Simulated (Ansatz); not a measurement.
A made-up structure of CH₆BSi (charge -1), singlet:

```tsv
atom	x (Å)	y (Å)	z (Å)
B1	-0.4078	0.1880	-0.7536
C2	-0.4234	-0.2094	1.4719
Si3	0.7364	-0.6340	0.0058
H4	-1.1791	-0.4466	-1.4500
H5	-0.1238	1.2950	-1.1641
H6	2.0210	-0.0305	0.0507
H7	0.8322	-2.0232	-0.2726
H8	-0.0003	0.7346	1.7029
H9	-1.3257	0.5152	0.2498
```

It is relaxed with PBE-D4/def2-SVPD and then PBE0-D4/def2-TZVPD (Ansatz 0.2.0). Atoms count as bonded within 1.22 times the sum of their covalent radii (H–H: 0.88 Å). The end point is not checked to be a true minimum.

Q: Does its bonding change? (Judge from chemistry; the calculation decides.)

A: By the calculation: Yes. Formed: B1–C2, C2–H9; broken: B1–H9.

Where it ends: The first stage lowers the energy by 4.79 eV in 15 steps. It ends as CH₆BSi ([BH2]1[CH2][SiH2]1), total charge -1:
| atom | x (Å) | y (Å) | z (Å) |
| --- | --- | --- | --- |
| B1 | -0.5430 | 0.4822 | -0.8634 |
| C2 | -0.4751 | 0.1787 | 0.7101 |
| Si3 | 0.9460 | -0.7333 | -0.1867 |
| H4 | -1.3826 | -0.0841 | -1.5329 |
| H5 | -0.1579 | 1.5603 | -1.2678 |
| H6 | 2.2805 | -0.3070 | 0.3675 |
| H7 | 0.8624 | -2.2168 | 0.0625 |
| H8 | -0.1675 | 0.9722 | 1.3915 |
| H9 | -1.2332 | -0.4630 | 1.1599 |

Labels in which every atom is bracketed show which atoms are joined, not bond orders.

For scale, one of the runs: PBE0-D4/def2-TZVPD relaxation, 171 basis functions, launched by `ansatz run in.yaml --threads 2 --pin off --events-out ev --progress --plain --max-ram 4352MiB`. Hardware: 2 CPU threads of an Intel Xeon, shared host. Wall time about 31 s.
